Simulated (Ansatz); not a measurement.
# C2N2 (bisisocyanide): r2SCAN/cc-pVTZ

What is the vertical ionisation energy of C2N2 (bisisocyanide) at r2SCAN/cc-pVTZ? 

The results are computed with Ansatz 0.2.0.

27 further runs of the same task are left out: 3 that didn't finish, 24 set aside as unsound or not needed.

### 1 The structure to begin with

The species is C2N2 (4 atoms), meant as a singlet with charge 0. SMILES: `[C-]#[N+][N+]#[C-]`. The shape is that of a PBE0-D4/def2-TZVP optimisation.

Bond lengths: C1–N2 1.175 Å, N2–N3 1.265 Å, N3–C4 1.175 Å. Angles: C1–N2–N3 180.0°, N2–N3–C4 180.0°.

### 2 A single-point energy at r2SCAN/cc-pVTZ

Contents of job.yaml:

```yaml
crystal:
  periodic: [false, false, false]
  atoms:
    - symbol: C
      position_ang: [-0.612040, 1.680100, 0.265350]
    - symbol: N
      position_ang: [-0.214170, 0.587980, 0.092870]
    - symbol: N
      position_ang: [0.214200, -0.587980, -0.092860]
    - symbol: C
      position_ang: [0.612010, -1.680110, -0.265370]
basis:
  gaussian: {orbitals: cc-pVTZ}
hamiltonian: {xc: {name: r2SCAN}}
accuracy: high
output: {orbitals: {seedname: orbitals}}
magnetization: {spin_polarized: false, initial_magnetization: 0}
```

On the command line:

```
$ ansatz run job.yaml --threads 1 --pin off --max-ram 3480MiB --events-out events.jsonl --progress --plain --runs-dir runs
```

Standard output:

```text
Warning: RAYON_NUM_THREADS=1 ignored (pool sized by the plan → 1); use --threads N
Functional definition: r2SCAN
  name "r2SCAN"
  parameter k0 = 0.174
  parameter k1 = 0.065
  parameter a1 = 4.9479
  exchange = r2scan_x(k0 = k0, k1 = k1, a1 = a1)
  correlation = r2scan_c
1813 factors; integrals over basis functions are off by at most 3.0e-9 eV
mean field evaluation 1: about -5045.2513 eV, gradient 3.7e1 eV
mean field evaluation 2: about -5046.1133 eV, gradient 3.0e1 eV
mean field evaluation 4: about -5047.7718 eV, gradient 7.2e-1 eV
mean field evaluation 8: about -5047.7791 eV, gradient 9.8e-3 eV
mean field evaluation 16: about -5047.7791 eV, gradient 2.6e-6 eV
mean field -5047.77913432 eV, -185.5024616786 hartree, gradient 6.0e-8 eV, S^2 0.000000; 0 other end points of the search recorded, 0 dependent functions left out
reference -5047.77913484 eV, -185.5024616978 hartree; 13, 13 occupied and 107, 107 virtual orbitals, 1813 factors
Total energy: -5047.77913484 eV, -185.5024616978 hartree
```

It took 9 s on 1 thread of Arm Neoverse V1, shared host; peak memory 0.29 GiB.

### 3 The doublet cation at the same level

Contents of in.yaml:

```yaml
crystal:
  periodic: [false, false, false]
  atoms:
    - {symbol: C, position_ang: [-0.612040, 1.680100, 0.265350]}
    - {symbol: N, position_ang: [-0.214170, 0.587980, 0.092870]}
    - {symbol: "N", position_ang: [0.214200, -0.587980, -0.092860]}
    - {symbol: C, position_ang: [0.612010, -1.680110, -0.265370]}
basis:
  gaussian:
    orbitals: cc-pVTZ
total_charge: 1
magnetization:
  spin_polarized: true
  initial_magnetization: 1
hamiltonian:
  xc: r2scan
accuracy: high
output: {orbitals: {seedname: orbitals}}
```

On the command line:

```
$ ansatz run in.yaml --threads 1 --pin off --max-ram 3480MiB --events-out events.jsonl --progress --plain --runs-dir runs
```

Standard output, cut to the lines that bear on the results:

```text
Warning: RAYON_NUM_THREADS=1 ignored (pool sized by the plan → 1); use --threads N
Functional definition: r2SCAN
  name "r2SCAN"
[...]
1813 factors; integrals over basis functions are off by at most 3.0e-9 eV
[...]
mean field -5035.60701971 eV, -185.0551447174 hartree, gradient 3.3e-8 eV, S^2 0.764848; 8 other end points of the search recorded, 0 dependent functions left out
reference -5035.60702113 eV, -185.0551447695 hartree; 13, 12 occupied and 107, 108 virtual orbitals, 1813 factors
Total energy: -5035.60702113 eV, -185.0551447695 hartree
```

Wall time 88 s (1 thread of Arm Neoverse V1, shared host); peak memory 0.46 GiB.

### 4 What came out

Level: r2SCAN/cc-pVTZ.

| quantity | value |
| --- | --- |
| singlet C2N2: total energy | -185.50246 Eh |
| singlet C2N2: HOMO energy | -8.85 eV |
| singlet C2N2: LUMO energy | -2.79 eV |
| singlet C2N2: HOMO–LUMO gap | 6.06 eV |
| doublet cation: total energy | -185.05514 Eh |
| doublet cation: HOMO energy (highest over α and β) | -15.86 eV |
| doublet cation: LUMO energy (lowest over α and β) | -15.41 eV |
| doublet cation: ⟨S²⟩ | 0.765 |
| vertical ionisation energy (to the doublet cation) | 12.172 eV |

What this shows: The vertical ionisation energy comes to 12.17 eV (281 kcal/mol). −ε(HOMO) before ionisation, 8.85 eV, is 3.32 eV below this ionisation energy.
